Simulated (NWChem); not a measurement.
**Total energies of oxygen (O₂)**

```
O
O 1 1.2000
```
Charge 0, spin multiplicity 3.

All runs are NWChem calculations. All single points use one geometry, from UB3LYP/def2-SVP, a minimum by its harmonic frequencies.

Basis set: cc-pVDZ (28 functions).

```
method   total energy (Ha)
-------  -----------------
UHF             -149.62900
UMP2            -149.97194
UB2PLYP         -150.21639
UPBE            -150.19285
UB3LYP          -150.33393
Ur2SCAN         -150.26977
```

Total energies of different functionals aren't comparable as a measure of quality: only differences taken within one method are. 

The correlated methods keep 2 core orbitals frozen. B3LYP has NWChem's definition, with VWN1-RPA local correlation. The unpaired electrons of the parent sit in orbitals of symmetry b2g and b3g (D2h labels of the run); other states weren't searched. No SCF solution was tested for a lower state. Open-shell Hartree-Fock references start from PBE0 orbitals.
